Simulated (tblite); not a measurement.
A geometry optimisation, step by step.

Compound: C5H9O (doublet state).
Numbering: `[CH2:1]=[CH:2][CH2:3][C@H:4]([CH3:5])[O:6]` (hydrogens: H7, H8 on C1; H9 on C2; H10, H11 on C3; H12 on C4; H13, H14, H15 on C5)
Bond orders are those of one Lewis drawing.

Computed with GFN2-xTB (tblite), gas phase: L-BFGS steps from a force-field or distance-geometry start until the largest atomic force falls under 0.01 eV/Å. 6 of its 76 geometries are shown.

Step 0: E = -523.1959 eV, largest atomic force 2.151 eV/Å
```
atom  x, y, z in Å  |  force x, y, z in eV/Å
C1     -1.941    0.773   -0.929   -0.131   0.171   0.213
C2     -1.408   -0.106   -0.097    0.764  -0.314   0.333
C3     -0.157   -0.930   -0.388   -1.902   0.403  -0.921
C4      0.972   -0.713    0.641    0.975   0.038  -0.274
C5      1.531    0.713    0.573   -0.139   1.582  -0.392
O6      1.958   -1.545    0.336   -0.418  -0.286   0.598
H7     -2.834    1.337   -0.652    0.354  -0.289  -0.260
H8     -1.502    0.968   -1.897   -0.124   0.037   0.101
H9     -1.846   -0.284    0.889    0.104   0.065  -0.328
H10    -0.481   -1.983   -0.394    0.397   0.149   0.258
H11     0.188   -0.705   -1.409    0.145   0.008   0.372
H12     0.503   -0.800    1.646    0.230  -0.528   0.063
H13     2.354    0.866    1.281   -0.199  -0.362  -0.216
H14     1.903    0.959   -0.442   -0.164  -0.332   0.559
H15     0.757    1.458    0.822    0.106  -0.342  -0.106
```

Step 15: E = -523.4304 eV, largest atomic force 0.053 eV/Å
```
atom  x, y, z in Å  |  force x, y, z in eV/Å
C1     -1.923    0.787   -0.911    0.027   0.013   0.013
C2     -1.389   -0.098   -0.082    0.007   0.006   0.002
C3     -0.203   -0.920   -0.407   -0.017   0.001  -0.002
C4      1.025   -0.694    0.614   -0.033  -0.007  -0.041
C5      1.517    0.755    0.554   -0.031  -0.019   0.002
O6      1.917   -1.618    0.399    0.006   0.010   0.013
H7     -2.821    1.329   -0.665    0.038  -0.009   0.001
H8     -1.494    0.985   -1.881    0.001   0.003   0.025
H9     -1.840   -0.275    0.887    0.016  -0.011  -0.019
H10    -0.433   -1.984   -0.342   -0.001   0.015  -0.011
H11     0.186   -0.691   -1.399   -0.002  -0.022   0.013
H12     0.505   -0.872    1.589    0.031   0.012   0.012
H13     2.334    0.876    1.263   -0.019   0.018  -0.013
H14     1.897    0.983   -0.439    0.000  -0.015   0.008
H15     0.716    1.447    0.799   -0.021   0.007  -0.004
```

Step 30: E = -523.4391 eV, largest atomic force 0.073 eV/Å
```
atom  x, y, z in Å  |  force x, y, z in eV/Å
C1     -1.851    0.823   -0.872    0.004   0.023  -0.014
C2     -1.368   -0.121   -0.078   -0.011   0.005   0.015
C3     -0.204   -0.966   -0.408   -0.018   0.001  -0.022
C4      1.019   -0.703    0.611    0.020  -0.028  -0.025
C5      1.452    0.761    0.522    0.002   0.037  -0.003
O6      1.942   -1.596    0.401    0.015  -0.027  -0.026
H7     -2.721    1.399   -0.613   -0.035   0.005   0.031
H8     -1.406    1.044   -1.827    0.050   0.003  -0.053
H9     -1.831   -0.310    0.881   -0.042  -0.029   0.027
H10    -0.444   -2.026   -0.330    0.031  -0.008   0.035
H11     0.190   -0.753   -1.401   -0.008  -0.004  -0.024
H12     0.515   -0.888    1.591   -0.008   0.019   0.020
H13     2.239    0.942    1.251   -0.011   0.015   0.004
H14     1.853    0.979   -0.465    0.007  -0.033   0.001
H15     0.611    1.423    0.716    0.005   0.019   0.032
```

Step 45: E = -523.4433 eV, largest atomic force 0.041 eV/Å
```
atom  x, y, z in Å  |  force x, y, z in eV/Å
C1     -1.815    0.841   -0.856   -0.002   0.000   0.016
C2     -1.384   -0.143   -0.079    0.006   0.000  -0.007
C3     -0.219   -0.988   -0.399    0.022  -0.002   0.012
C4      1.021   -0.697    0.604    0.011   0.020  -0.005
C5      1.436    0.774    0.509    0.001  -0.001  -0.010
O6      1.946   -1.580    0.362    0.001   0.009   0.008
H7     -2.686    1.423   -0.607   -0.026   0.007   0.006
H8     -1.325    1.089   -1.783    0.018  -0.009   0.010
H9     -1.888   -0.364    0.854   -0.015   0.007  -0.010
H10    -0.437   -2.049   -0.283   -0.015  -0.003  -0.001
H11     0.160   -0.798   -1.402    0.020   0.003   0.012
H12     0.537   -0.884    1.595   -0.006   0.002  -0.024
H13     2.214    0.968    1.246   -0.036  -0.005  -0.019
H14     1.849    0.985   -0.475   -0.015  -0.012   0.004
H15     0.587    1.429    0.692    0.036  -0.016   0.009
```

Step 60: E = -523.4446 eV, largest atomic force 0.025 eV/Å
```
atom  x, y, z in Å  |  force x, y, z in eV/Å
C1     -1.801    0.851   -0.843    0.002  -0.003   0.005
C2     -1.391   -0.154   -0.081   -0.014   0.000  -0.001
C3     -0.218   -0.993   -0.392   -0.013  -0.002  -0.008
C4      1.020   -0.694    0.608   -0.009  -0.007   0.002
C5      1.430    0.776    0.496    0.001  -0.012  -0.005
O6      1.951   -1.574    0.378   -0.011  -0.007   0.001
H7     -2.682    1.423   -0.605    0.019  -0.002  -0.008
H8     -1.279    1.123   -1.746   -0.014   0.003   0.016
H9     -1.925   -0.401    0.828    0.003   0.000   0.002
H10    -0.438   -2.054   -0.277    0.013  -0.003  -0.003
H11     0.164   -0.801   -1.394    0.017  -0.006   0.000
H12     0.533   -0.879    1.598    0.005   0.024  -0.006
H13     2.219    0.978    1.216    0.005   0.001   0.014
H14     1.826    0.975   -0.497    0.004   0.010  -0.019
H15     0.586    1.432    0.687   -0.008   0.005   0.011
```

Step 75: E = -523.4453 eV, largest atomic force 0.010 eV/Å
```
atom  x, y, z in Å  |  force x, y, z in eV/Å
C1     -1.786    0.858   -0.827   -0.009   0.002  -0.003
C2     -1.397   -0.171   -0.086    0.004  -0.004   0.004
C3     -0.218   -1.001   -0.394   -0.003  -0.005  -0.003
C4      1.013   -0.689    0.614   -0.001  -0.002  -0.002
C5      1.426    0.778    0.481    0.000   0.000   0.003
O6      1.940   -1.577    0.400    0.003   0.001   0.005
H7     -2.669    1.427   -0.592   -0.003   0.006   0.001
H8     -1.246    1.154   -1.711    0.002   0.004  -0.003
H9     -1.949   -0.440    0.805   -0.002  -0.001   0.005
H10    -0.426   -2.064   -0.278    0.004  -0.006  -0.003
H11     0.173   -0.806   -1.391    0.000  -0.004   0.000
H12     0.520   -0.853    1.604    0.000   0.001  -0.007
H13     2.227    0.983    1.187    0.004   0.002   0.004
H14     1.803    0.974   -0.520    0.001  -0.003   0.000
H15     0.586    1.436    0.686    0.001   0.008  -0.001
```

Q: Summarise the path.

A: The energy falls by 5.75 kcal/mol from step 0 to step 75; nine tenths of that is first reached at step 6. It falls at every step. The largest force goes from 2.151 to 0.010 eV/Å. Among the bonds C3–C4 changes most, from 1.543 to 1.621 Å; the atoms move by 0.172 Å rms after alignment.

Q: Follow the three bonds and two angles with the largest change from start to end.

A: 
```json
{"step": "0", "E above end (kcal/mol)": "5.75", "largest force (eV/Å)": "2.151", "C3–C4 (Å)": "1.543", "C2–C3 (Å)": "1.525", "C4–O6 (Å)": "1.326", "C5–C4–O6 (°)": "107.6", "O6–C4–H12 (°)": "118.2"}
{"step": "3", "E above end (kcal/mol)": "1.31", "largest force (eV/Å)": "0.578", "C3–C4 (Å)": "1.638", "C2–C3 (Å)": "1.464", "C4–O6 (Å)": "1.302", "C5–C4–O6 (°)": "113.4", "O6–C4–H12 (°)": "113.7"}
{"step": "7", "E above end (kcal/mol)": "0.49", "largest force (eV/Å)": "0.134", "C3–C4 (Å)": "1.608", "C2–C3 (Å)": "1.480", "C4–O6 (Å)": "1.305", "C5–C4–O6 (°)": "115.8", "O6–C4–H12 (°)": "110.2"}
{"step": "10", "E above end (kcal/mol)": "0.40", "largest force (eV/Å)": "0.089", "C3–C4 (Å)": "1.605", "C2–C3 (Å)": "1.477", "C4–O6 (Å)": "1.305", "C5–C4–O6 (°)": "116.0", "O6–C4–H12 (°)": "109.9"}
{"step": "13", "E above end (kcal/mol)": "0.36", "largest force (eV/Å)": "0.061", "C3–C4 (Å)": "1.613", "C2–C3 (Å)": "1.478", "C4–O6 (Å)": "1.303", "C5–C4–O6 (°)": "116.2", "O6–C4–H12 (°)": "110.4"}
{"step": "16", "E above end (kcal/mol)": "0.33", "largest force (eV/Å)": "0.059", "C3–C4 (Å)": "1.611", "C2–C3 (Å)": "1.479", "C4–O6 (Å)": "1.303", "C5–C4–O6 (°)": "116.5", "O6–C4–H12 (°)": "110.3"}
{"step": "20", "E above end (kcal/mol)": "0.30", "largest force (eV/Å)": "0.051", "C3–C4 (Å)": "1.607", "C2–C3 (Å)": "1.478", "C4–O6 (Å)": "1.303", "C5–C4–O6 (°)": "116.5", "O6–C4–H12 (°)": "109.9"}
{"step": "23", "E above end (kcal/mol)": "0.26", "largest force (eV/Å)": "0.076", "C3–C4 (Å)": "1.610", "C2–C3 (Å)": "1.479", "C4–O6 (Å)": "1.302", "C5–C4–O6 (°)": "116.8", "O6–C4–H12 (°)": "109.7"}
{"step": "26", "E above end (kcal/mol)": "0.21", "largest force (eV/Å)": "0.074", "C3–C4 (Å)": "1.611", "C2–C3 (Å)": "1.478", "C4–O6 (Å)": "1.303", "C5–C4–O6 (°)": "116.9", "O6–C4–H12 (°)": "109.7"}
{"step": "29", "E above end (kcal/mol)": "0.16", "largest force (eV/Å)": "0.092", "C3–C4 (Å)": "1.611", "C2–C3 (Å)": "1.476", "C4–O6 (Å)": "1.302", "C5–C4–O6 (°)": "116.6", "O6–C4–H12 (°)": "110.1"}
{"step": "33", "E above end (kcal/mol)": "0.12", "largest force (eV/Å)": "0.041", "C3–C4 (Å)": "1.616", "C2–C3 (Å)": "1.477", "C4–O6 (Å)": "1.301", "C5–C4–O6 (°)": "116.5", "O6–C4–H12 (°)": "110.8"}
{"step": "36", "E above end (kcal/mol)": "0.10", "largest force (eV/Å)": "0.041", "C3–C4 (Å)": "1.617", "C2–C3 (Å)": "1.475", "C4–O6 (Å)": "1.301", "C5–C4–O6 (°)": "116.6", "O6–C4–H12 (°)": "111.0"}
{"step": "39", "E above end (kcal/mol)": "0.09", "largest force (eV/Å)": "0.035", "C3–C4 (Å)": "1.618", "C2–C3 (Å)": "1.475", "C4–O6 (Å)": "1.301", "C5–C4–O6 (°)": "116.7", "O6–C4–H12 (°)": "111.0"}
{"step": "42", "E above end (kcal/mol)": "0.07", "largest force (eV/Å)": "0.054", "C3–C4 (Å)": "1.619", "C2–C3 (Å)": "1.475", "C4–O6 (Å)": "1.301", "C5–C4–O6 (°)": "116.7", "O6–C4–H12 (°)": "110.9"}
{"step": "46", "E above end (kcal/mol)": "0.04", "largest force (eV/Å)": "0.041", "C3–C4 (Å)": "1.621", "C2–C3 (Å)": "1.474", "C4–O6 (Å)": "1.301", "C5–C4–O6 (°)": "116.6", "O6–C4–H12 (°)": "111.1"}
{"step": "49", "E above end (kcal/mol)": "0.03", "largest force (eV/Å)": "0.020", "C3–C4 (Å)": "1.620", "C2–C3 (Å)": "1.475", "C4–O6 (Å)": "1.301", "C5–C4–O6 (°)": "116.6", "O6–C4–H12 (°)": "111.0"}
{"step": "52", "E above end (kcal/mol)": "0.03", "largest force (eV/Å)": "0.014", "C3–C4 (Å)": "1.619", "C2–C3 (Å)": "1.475", "C4–O6 (Å)": "1.301", "C5–C4–O6 (°)": "116.5", "O6–C4–H12 (°)": "110.9"}
{"step": "55", "E above end (kcal/mol)": "0.03", "largest force (eV/Å)": "0.022", "C3–C4 (Å)": "1.620", "C2–C3 (Å)": "1.475", "C4–O6 (Å)": "1.301", "C5–C4–O6 (°)": "116.5", "O6–C4–H12 (°)": "111.0"}
{"step": "59", "E above end (kcal/mol)": "0.02", "largest force (eV/Å)": "0.028", "C3–C4 (Å)": "1.620", "C2–C3 (Å)": "1.475", "C4–O6 (Å)": "1.301", "C5–C4–O6 (°)": "116.5", "O6–C4–H12 (°)": "110.9"}
{"step": "62", "E above end (kcal/mol)": "0.01", "largest force (eV/Å)": "0.027", "C3–C4 (Å)": "1.621", "C2–C3 (Å)": "1.475", "C4–O6 (Å)": "1.301", "C5–C4–O6 (°)": "116.4", "O6–C4–H12 (°)": "110.9"}
{"step": "65", "E above end (kcal/mol)": "0.01", "largest force (eV/Å)": "0.024", "C3–C4 (Å)": "1.622", "C2–C3 (Å)": "1.475", "C4–O6 (Å)": "1.301", "C5–C4–O6 (°)": "116.5", "O6–C4–H12 (°)": "111.0"}
{"step": "68", "E above end (kcal/mol)": "0.00", "largest force (eV/Å)": "0.014", "C3–C4 (Å)": "1.621", "C2–C3 (Å)": "1.475", "C4–O6 (Å)": "1.301", "C5–C4–O6 (°)": "116.6", "O6–C4–H12 (°)": "111.1"}
{"step": "72", "E above end (kcal/mol)": "0.00", "largest force (eV/Å)": "0.014", "C3–C4 (Å)": "1.621", "C2–C3 (Å)": "1.474", "C4–O6 (Å)": "1.301", "C5–C4–O6 (°)": "116.6", "O6–C4–H12 (°)": "111.1"}
{"step": "75", "E above end (kcal/mol)": "0.00", "largest force (eV/Å)": "0.010", "C3–C4 (Å)": "1.621", "C2–C3 (Å)": "1.474", "C4–O6 (Å)": "1.301", "C5–C4–O6 (°)": "116.6", "O6–C4–H12 (°)": "111.1"}
```

The cost below is that of the whole relaxation. Time: 0.36 s of wall time. Hardware: Arm Neoverse V1, one thread, on a shared host.
